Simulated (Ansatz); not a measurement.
Consider the isomerisation: `C=C(C)C=S` → `CC(C)=C=S`.

Isolated molecules relaxed with PBE0-D4/def2-TZVP in Ansatz; ΔE leaves out vibrations. CCSD(T)/CBS adds triple-zeta CCSD(T) − MP2 to the extrapolated MP2 energy (def2 sets, frozen cores). DFT in def2-TZVPP. B3LYP here is the variant with VWN-RPA as its local correlation; programs differ in this. Each species was taken in one conformer, which may not be the lowest.

| level | ΔE (kcal/mol) | difference from CCSD(T)/CBS |
| --- | --- | --- |
| PBE-D4 | 1.9 | -2.8 |
| r2SCAN-D4 | 1.8 | -2.9 |
| PBE0-D4 | 2.5 | -2.2 |
| B3LYP-D4 | 3.1 | -1.6 |
| ωB97X-V | 3.0 | -1.7 |
| ωB97M-V | 3.1 | -1.6 |
| B2PLYP | 2.7 | -2.0 |
| PBE | 1.4 | -3.3 |
| r2SCAN | 1.7 | -3.0 |
| PBE0 | 2.2 | -2.5 |
| B3LYP | 2.3 | -2.4 |
| HF/def2-TZVPP | 4.7 | 0.0 |
| MP2/def2-TZVPP | 3.1 | -1.6 |
| SCS-MP2/def2-TZVPP | 3.6 | -1.1 |
| CCSD/def2-TZVPP | 4.2 | -0.5 |
| CCSD(T)/def2-TZVPP | 4.3 | -0.4 |
| HF/def2-QZVPP | 4.8 | 0.1 |
| MP2/def2-QZVPP | 3.3 | -1.4 |
| SCS-MP2/def2-QZVPP | 3.8 | -0.9 |
| HF/CBS(def2) | 4.8 | 0.1 |
| MP2/CBS(def2) | 3.5 | -1.2 |
| CCSD/CBS(def2) | 4.6 | -0.1 |
| CCSD(T)/CBS | 4.7 | 0 |

Largest T1 diagnostic among the species: 0.015.

The D4 term adds +0.8 kcal/mol with B3LYP and +0.4 kcal/mol with PBE0; it sums over pairs of atoms, weighted by their polarisabilities, and B3LYP, whose exchange is more repulsive, gets the larger term. From PBE to PBE0 (25 % exact exchange), in def2-TZVPP and without D4, ΔE moves by +0.8 kcal/mol.
